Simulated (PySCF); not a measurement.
C2H3N3: calculation against experiment

**Experimental background.**

NIST CCCBDB Release 22 (SRD 101), experimental dipoles lists, for the gas: dipole moment 2.7 ± 0.1 D.

The results are set against them at the end.

Compound: C₂H₃N₃.
Numbering: `[cH:1]1[n:2][cH:3][nH:4][n:5]1` (hydrogens: H6 on C1; H7 on C3; H8 on N4)

Structure used (GFN2-xTB), in Å, numbered top down from 1:
```
atom  x, y, z in Å
C1     1.2335   -0.0598   -0.1289
N2     0.4367   -1.1474   -0.0709
C3    -0.7625   -0.6418    0.0607
N4    -0.6897    0.7031    0.0813
N5     0.5888    1.0777   -0.0402
H6     2.2963   -0.1187   -0.2372
H7    -1.6745   -1.1963    0.1414
H8    -1.4195    1.3927    0.1693
```

The PySCF runs (gas phase, on this GFN2-xTB geometry; no spin–orbit coupling):

| level | job | basis functions | wall time |
| --- | --- | --- | --- |
| CAM-B3LYP/def2-SVPD | 8 singlets by full TDDFT, 3 Tamm–Dancoff triplets, polarisability | 124 | 7.6 s |

Hardware: one thread of an Arm Neoverse V2, on a shared host.

**Comparison with experiment**

**Dipole moment.** Measured: 2.7 D (NIST CCCBDB Release 22 (SRD 101), experimental dipoles).

```tsv
level	computed (D)	computed − measured (D)	% (from the printed values)
CAM-B3LYP/def2-SVPD	2.89	+0.19	+7
```

The computed dipoles belong to one fixed geometry; measured ones are averaged over vibrations unless marked μe. Magnitudes are compared, not signs.

No measured geometry was used, and the causes of the misses weren't examined.
